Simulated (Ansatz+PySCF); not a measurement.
The numbers below are computed, except where a source is named.
## PySCF 2.14.0 run

```python
from pyscf import gto, scf, mp

mol = gto.M(atom="""
O 0.000000 0.000000 -1.134290
C 0.000000 0.000000 0.002510
H 0.000000 0.967900 0.565890
H 0.000000 -0.967900 0.565890
""", basis='cc-pvtz', charge=1, spin=1)
mf = scf.UHF(mol)
mf.kernel()
pt = mp.MP2(mf, frozen=2).run()
print(mf.e_tot, pt.e_corr, pt.e_tot)
```

The script is written out from the run's settings.

Results

```yaml
Converged: yes
Reference_energy: -113.55989 hartree
Correlation_energy: -0.33057 hartree
Total_energy: -113.89046 hartree
Spin_squared_of_the_determinant: 0.783
```
